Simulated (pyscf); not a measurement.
Optimised with ωB97X-D3(BJ)/def2-SVP in PySCF.

Problem. SnH₂ [singlet] + H₂S + hydrogen (H₂) -> SnH₄ + H₂S
Surface: singlet. Broken: H–S, H–H. Formed: H–Sn, H–Sn, H–S. Give ΔE‡ and ΔE from ωB97M-D3(BJ)/def2-TZVP, relative to the separated reactants.

Solution. ΔE‡ = 130.5 kJ/mol, ΔE = -95.5 kJ/mol. Zero-point energy shifts the barrier by +13.2 kJ/mol. It is a multi-bond step, with an imaginary mode of 1731i cm⁻¹. On the reactant side the descent ends in a bound adduct (not fully relaxed), 34.2 kJ/mol under the separated species and 151.1 kJ/mol under the saddle at ωB97X-D3(BJ)/def2-TZVP. At ωB97X-D3(BJ)/def2-TZVP the barrier from the zero used here is 116.9 kJ/mol. One saddle was located; it need not be the lowest between these sides. Elements past Kr carry the def2 core potentials, without spin-orbit coupling.
